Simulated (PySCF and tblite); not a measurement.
Results of a calculation; reference values are marked as such.
C₄H₆O₂, numbered as in [CH3:1][O:2]/[CH:3]=[CH:4]/[CH:5]=[O:6].

Geometries GFN2-xTB; weights from PBE0-D3(BJ)/pcSseg-1 energies and GFN2-xTB thermal corrections, with symmetry numbers and mirror pairs. Conformers within 2.5 kcal/mol (GFN2-xTB free energy) were kept, 6 at most. Programs: PySCF with density fitting and tblite.

Rotational constants are equilibrium values for the commonest isotopes; dipoles come from the energy level named.

Torsions listed: C1–O2–C3–C4, C3–C4–C5–O6.

| conformer | shape | symmetry | weight % |
| --- | --- | --- | --- |
| 1 | 0°, 180° | Cs | 75.9 |
| 2 | 0°, 0° | Cs | 18.8 |
| 3 | 180°, 0° | Cs | 2.7 |
| 4 | 179°, 180° | Cs | 2.5 |

Sets of constants, in random order:

```json
{"set": "P", "A (MHz)": "12926", "B (MHz)": "1658", "C (MHz)": "1484", "abs μa (D)": "3.61", "abs μb (D)": "0.53", "abs μc (D)": "0.00"}
{"set": "Q", "A (MHz)": "27767", "B (MHz)": "1339", "C (MHz)": "1287", "abs μa (D)": "5.47", "abs μb (D)": "2.03", "abs μc (D)": "0.00"}
{"set": "R", "A (MHz)": "14016", "B (MHz)": "1744", "C (MHz)": "1566", "abs μa (D)": "3.83", "abs μb (D)": "2.46", "abs μc (D)": "0.00"}
{"set": "S", "A (MHz)": "14007", "B (MHz)": "1598", "C (MHz)": "1447", "abs μa (D)": "4.12", "abs μb (D)": "0.26", "abs μc (D)": "0.00"}
```

(1) Match each set to its conformer.

Results:

(1) P is conformer 3, Q is conformer 4, R is conformer 2, S is conformer 1.


Conformer gaps in pcSseg-1 on xTB geometries can be 2 kcal/mol off for S=O, P=O and other polar bonds.